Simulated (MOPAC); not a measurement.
A run for MOPAC: PM6 on H2O (SMILES O).

```
PM6 1SCF PRECISE CHARGE=0 THREADS=1
H2O

O     -1.55100700 1    -0.11452000 1     0.00000000 1
H     -1.93425900 1     0.76250300 1     0.00000000 1
H     -0.59967700 1     0.04071200 1     0.00000000 1
```

Output:

```
*******************************************************************************
 **                                                                           **
 **                              MOPAC v23.2.5                                **
 **                                                                           **
 *******************************************************************************
 ** MOPAC's Digital Object Identifier: https://doi.org/10.5281/zenodo.6511958 **
 **                                                                           **
 ** Please cite the open-source release paper for use of this MOPAC version:  **
 ** J. E. Moussa and J. J. P. Stewart (2026)                                  **
 ** MOPAC: An open-source semiempirical molecular orbital program             **
 ** J. Open Source Softw., 11(119), 8025, https://doi.org/10.21105/joss.08025 **
 *******************************************************************************

                              PM6 CALCULATION RESULTS

 *******************************************************************************
 *  PM6        - The PM6 Hamiltonian to be used
 *
 *
 *
 *                 CHARGE ON SYSTEM = 0
 *
 *
 *
 *  PRECISE    - TIGHTER CRITERIA TO BE USED
 *  1SCF       - DO 1 SCF AND THEN STOP
 *  THREADS=1  - MULTI-THREADING NOT USED
 *  T=         - A TIME OF 172800.0 SECONDS REQUESTED
 *  DUMP=N     - RESTART FILE WRITTEN EVERY 7200.0 SECONDS REQUESTED
 *******************************************************************************
PM6 1SCF PRECISE CHARGE=0 THREADS=1
 H2O

   ATOM   CHEMICAL          X               Y               Z
  NUMBER   SYMBOL      (ANGSTROMS)     (ANGSTROMS)     (ANGSTROMS)

     1       O         -1.55100700  *  -0.11452000  *   0.00000000  *
     2       H         -1.93425900  *   0.76250300  *   0.00000000  *
     3       H         -0.59967700  *   0.04071200  *   0.00000000  *



          CARTESIAN COORDINATES

    NO.       ATOM           X           Y           Z

     1         O         -1.5510     -0.1145      0.0000
     2         H         -1.9343      0.7625      0.0000
     3         H         -0.5997      0.0407      0.0000

 General Reference for PM6:
 "Optimization of Parameters for Semiempirical Methods V: Modification of NDDO Approximations
 and Application to 70 Elements", J. J. P. Stewart, J. Mol. Mod., 13, 1173-1213 (2007)
 URL: https://link.springer.com/article/10.1007/s00894-007-0233-4

           Empirical Formula: H2 O  =     3 atoms



      MOLECULAR POINT GROUP   :   C2v


      RHF CALCULATION, NO. OF DOUBLY OCCUPIED LEVELS = 4


 -------------------------------------------------------------------------------
 PM6 1SCF PRECISE CHARGE=0 THREADS=1
 H2O



     1SCF WAS SPECIFIED, SO BFGS WAS NOT USED
     SCF FIELD WAS ACHIEVED


                              PM6 CALCULATION
                                                       MOPAC v23.2.5 Linux




          FINAL HEAT OF FORMATION =        -54.17784 KCAL/MOL =    -226.68008 KJ/MOL


          COSMO AREA              =         42.51 SQUARE ANGSTROMS
          COSMO VOLUME            =         25.29 CUBIC ANGSTROMS

          IONIZATION POTENTIAL    =         11.815328 EV
          HOMO LUMO ENERGIES (EV) =        -11.815  4.022
          NO. OF FILLED LEVELS    =          4
          MOLECULAR WEIGHT        =         18.0152         POINT GROUP:  C2v

          MOLECULAR DIMENSIONS (Angstroms)

            Atom       Atom       Distance
            H     3    H     2     1.51726
            H     2    O     1     0.58911
            O     1    H     2     0.00000


          SCF CALCULATIONS        =          1





   ATOM   CHEMICAL          X               Y               Z
  NUMBER   SYMBOL      (ANGSTROMS)     (ANGSTROMS)     (ANGSTROMS)

     1       O         -1.55100700  *  -0.11452000  *   0.00000000  *
     2       H         -1.93425900  *   0.76250300  *   0.00000000  *
     3       H         -0.59967700  *   0.04071200  *   0.00000000  *

                             CARTESIAN COORDINATES

   1    O       -1.551007000    -0.114520000     0.000000000
   2    H       -1.934259000     0.762503000     0.000000000
   3    H       -0.599677000     0.040712000     0.000000000


           Empirical Formula: H2 O  =     3 atoms



      MOLECULAR POINT GROUP   :   C2v


                  EIGENVALUES
 -30.28981 -18.64488 -14.25453 -11.81533   4.02215   5.86783


              NET ATOMIC CHARGES AND DIPOLE CONTRIBUTIONS

  ATOM NO.   TYPE          CHARGE      No. of ELECS.   s-Pop       p-Pop
    1          O          -0.609211        6.6092     1.77864     4.83057
    2          H           0.303889        0.6961     0.69611
    3          H           0.305322        0.6947     0.69468
 DIPOLE           X         Y         Z       TOTAL
 POINT-CHG.     0.836     1.508     0.000     1.724
 HYBRID         0.189     0.352     0.000     0.399
 SUM            1.025     1.860     0.000     2.123


          ATOMIC ORBITAL ELECTRON POPULATIONS

     Atom    s        px        py        pz
    1  O   1.77864   1.36685   1.46372   2.00000
    2  H   0.69611
    3  H   0.69468

 **********************
 *                    *
 * JOB ENDED NORMALLY *
 *                    *
 **********************




 == MOPAC DONE ==
```

The run finished.

Cost: roughly 0.010 core-seconds.
